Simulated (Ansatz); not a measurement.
**PH4− (triplet): wave-function methods side by side at a displaced geometry (v1), aug-cc-pVDZ**

Aim: climb from Hartree-Fock through coupled cluster for PH4− (triplet) at one geometry and basis, and see what each rung misses.

Program: Ansatz 0.2.0, Gaussian basis. Level of theory: aug-cc-pVDZ, core rule «outside noble gas», up to 5 orbitals frozen. These are calculated values, not measurements.

The runs, in order: UHF; CCSD(T) on ROHF; CCSD(T) on UHF; BCCD(T) on ROHF; CISD; CCSDT(Q) on ROHF; CCSDT(Q) on UHF.

24 further runs of the same task are left out: 4 for a known fault of the program, 7 that didn't finish, 13 set aside as unsound or not needed.

## 1. What is computed

The geometry is a PBE0/def2-TZVPD stationary point (not a proven minimum) with its atoms shifted at random (size 0.040 Å).

5 atoms, charge -1, spin multiplicity 3.

Atoms are counted from 1 here; the program's logs count them from 0.

Bond lengths: P1–H2 1.522 Å, P1–H3 1.463 Å, P1–H4 1.503 Å, P1–H5 1.430 Å. Angles: H2–P1–H3 91.3°, H2–P1–H4 91.8°, H2–P1–H5 173.0°, H3–P1–H4 108.3°, H3–P1–H5 93.2°, H4–P1–H5 91.8°.

## 2. UHF

The input, in.yaml:

```yaml
crystal:
  periodic: [false, false, false]
  atoms:
    - {symbol: P, position_ang: [0.044714, -0.000113, 0.004732]}
    - {symbol: H, position_ang: [0.184584, -0.016255, -1.511161]}
    - {symbol: H, position_ang: [-0.771618, 1.212447, -0.049034]}
    - {symbol: H, position_ang: [-0.874395, -1.189151, -0.019232]}
    - {symbol: H, position_ang: [0.087386, -0.003580, 1.434019]}
basis:
  gaussian: {orbitals: aug-cc-pVDZ}
total_charge: -1
magnetization: {spin_polarized: true, initial_magnetization: 2}
hamiltonian: {xc: hf}
output: {orbitals: {seedname: orbitals}}
```

The run is started by

```
$ ansatz run in.yaml --threads 1 --pin off --events-out ev --progress --plain --max-ram 2393MiB
```

After this run come: CCSD(T) on ROHF; CCSD(T) on UHF; BCCD(T) on ROHF; CISD; CCSDT(Q) on ROHF; CCSDT(Q) on UHF.

Q: Predict the results of all the runs planned. Wanted: UCCSDT(Q) below the RHF energy; RMP2 from UCCSDT(Q); UMP2 from UCCSDT(Q); RCCSD from UCCSDT(Q); RCCSD(T) from UCCSDT(Q); UCCSD(T) from UCCSDT(Q); RCCSDT(Q) from UCCSDT(Q); T1 diagnostic.

The runs gave:

```
                         quantity                                                   value
   UCCSDT(Q) below the RHF energy                                              -5.7158 eV
              RMP2 from UCCSDT(Q)                                         +26.20 kcal/mol
              UMP2 from UCCSDT(Q)                                         +26.84 kcal/mol
             RCCSD from UCCSDT(Q)                                          +5.01 kcal/mol
          RCCSD(T) from UCCSDT(Q)                                          +0.87 kcal/mol
          UCCSD(T) from UCCSDT(Q)                                          +0.90 kcal/mol
         RCCSDT(Q) from UCCSDT(Q)                                          +0.01 kcal/mol
levels within 1 kcal/mol (43 meV)  RCCSD(T), UCCSD(T), BCCD(T), RCCSDT, UCCSDT, RCCSDT(Q)
                    T1 diagnostic                                                   0.033
```

What this shows: RCCSD(T) misses by +0.87 kcal/mol, 0.7 % of the correlation energy. These misses are within one basis, not against nature; the frozen cores of restricted and unrestricted runs differ, which can shift their rows. The highest orbital lies above zero: the basis alone holds the extra electron.
